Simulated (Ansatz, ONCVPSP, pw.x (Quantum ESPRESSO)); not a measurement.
# From atom to crystal: ONCV potential for Si (Z = 14)

- Element: silicon
- Generator: ONCVPSP 4.0.1.1 (patched build)
- Type: optimised norm-conserving Vanderbilt (ONCV)
- Functional: PBE
- Relativity: scalar-relativistic
- Frozen core: [Ne]
- Valence charge: 4
- Reference configuration: 3s1 3p3
- Partial waves: 3s: rc 1.80 bohr, ncon 3, nbas 8, qcut 3.2 1/bohr, 2 projectors, debl 3.2 Ha; 3p: rc 1.90 bohr, ncon 4, nbas 8, qcut 4.2 1/bohr, 2 projectors, debl 2 Ha; d scattering state at 0.13 Ha: rc 2.00 bohr, ncon 3, nbas 7, qcut 4.6 1/bohr, 1 projector
- Local potential: polynomial inside 1.75 bohr (lpopt 5, dvloc0 0 Ha)
- Core correction: Teter function, fcfact 4.25, rcfact 1.1

Crystal test: diamond Si in pw.x 7.5, no spin, 8³ k-points, Fermi–Dirac smearing 0.01 Ry, cutoffs 135/540 Ry. The reference is all-electron LAPW (Ansatz 0.2.0) with the same functional, mesh and smearing; V0 and B0 come from Birch–Murnaghan fits to the pressures at five volumes. Errors are pseudo minus all-electron; Δ is the rms difference of the E(V) curves that follow from these fits, minima aligned, over ±6 % about the mean V0. Mesh and smearing are coarse, so the numbers serve the comparison and aren't converged zero-temperature values; the lattice is a test structure that the element need not adopt.

All-electron: a0 = 5.469 Å (V0 = 20.45 Å³/atom), B0 = 88.5 GPa.

Task: How far does the potential miss the all-electron equation of state?

Result: mean pressure error (GPa): +0.14; a0 (Å): 5.472; a0 error (%): +0.05; B0 error (%): -1.2; Δ (meV/atom): 0.6.

| V (Å³/atom) | P all-electron (GPa) | P pseudo (GPa) |
| --- | --- | --- |
| 19.440 | 5.01 | 5.12 |
| 19.951 | 2.31 | 2.44 |
| 20.463 | -0.05 | 0.09 |
| 20.975 | -2.12 | -1.97 |
| 21.486 | -3.93 | -3.77 |

Task: At the middle volume, how do free energy and pressure move when the wave cutoff is lowered (ecutrho kept at four times it)?

Result:

```tsv
cutoff (Ry)	shift of F (meV/atom)	shift of P (GPa)
61	+19.1	-0.10
81	+11.6	-0.01
108	+4.9	-0.26
```

The run at the middle volume (29 k-points, 7 iterations) took about 36 s on one core of a shared host (Intel(R) Xeon(R) Platinum 8259CL CPU @ 2.50GHz, 96 threads, 755 GiB, load 53).
